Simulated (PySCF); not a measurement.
# C₄H₁₁NP−: electronic excitations

What electronic excitations should C₄H₁₁NP− (`CCN([PH-])CC`) show?

Computed with PySCF 2.14.0, with density-fitted response routines of our own, on a single molecule in the gas phase. Atoms are numbered from 0 throughout.

### 1 The molecule as given

17 atoms, charge -1, multiplicity 1; geometry from: GFN2-xTB.

Bonds of the start (Å): C0–C1 1.53, C1–N2 1.44, N2–P3 1.78, N2–C4 1.45, C4–C5 1.52, C0–H6 1.09, C0–H7 1.09, C0–H8 1.09, C1–H9 1.11, C1–H10 1.09, P3–H11 1.37, C4–H12 1.10, C4–H13 1.10, C5–H14 1.09, C5–H15 1.09, C5–H16 1.09.

### 2 Excited states and response: B3LYP/def2-SVPD

The job: settings as JSON, then the geometry in Å.

```
{"job": {"kind": "uv", "xc": "B3LYP", "basis": "def2-SVPD", "nstates": 8, "ntriplets": 3}, "charge": -1, "multiplicity": 1}
C     -1.752469     0.994938    -0.988292
C     -1.222734    -0.414530    -0.702667
N     -0.180579    -0.509890     0.287964
P     -0.727861    -0.219980     1.955808
C      1.037216     0.176680    -0.095218
C      2.209563    -0.372795     0.703442
H     -2.051449     1.438078    -0.040769
H     -0.977837     1.615222    -1.437358
H     -2.610181     0.955246    -1.661304
H     -0.846416    -0.858622    -1.642888
H     -2.049894    -1.028588    -0.336724
H     -0.447161    -1.511228     2.332548
H      1.200365     0.005185    -1.172261
H      0.982496     1.267472     0.064333
H      1.930879    -0.312613     1.753854
H      3.116732     0.204251     0.520626
H      2.382334    -1.416796     0.448996
```

Method: TDDFT B3LYP/def2-SVPD, vertical, gas phase, core orbitals frozen in the response.

Command:

```bash
$ OMP_NUM_THREADS=1 python probes_run.py task.json out
```

This one command runs all jobs of the session in turn.

Predict these results of the whole session: lowest singlet (B3LYP/def2-SVPD); lowest triplet.

The runs gave:

| quantity | value |
| --- | --- |
| lowest singlet (B3LYP/def2-SVPD) | 2.28 eV (544 nm), f = 0.032 |
| lowest triplet | 2.22 eV |

What this shows: The first singlet state (HOMO→LUMO 0.99) lies at 2.28 eV and is weak. State 1 absorbs in the visible (544 nm). The lowest triplet lies 0.05 eV below the lowest singlet (triplets in Tamm-Dancoff, singlets in full TDDFT). The lowest singlet lies above −ε(HOMO); no detachment energy was computed, so the anion's states may not be bound. At B3LYP/def2-SVPD the HOMO lies above zero (+1.00 eV), as often for anions in the gas phase: self-interaction error lifts it, or the electron is held by the finite basis alone; counter-ions and solvent are missing.
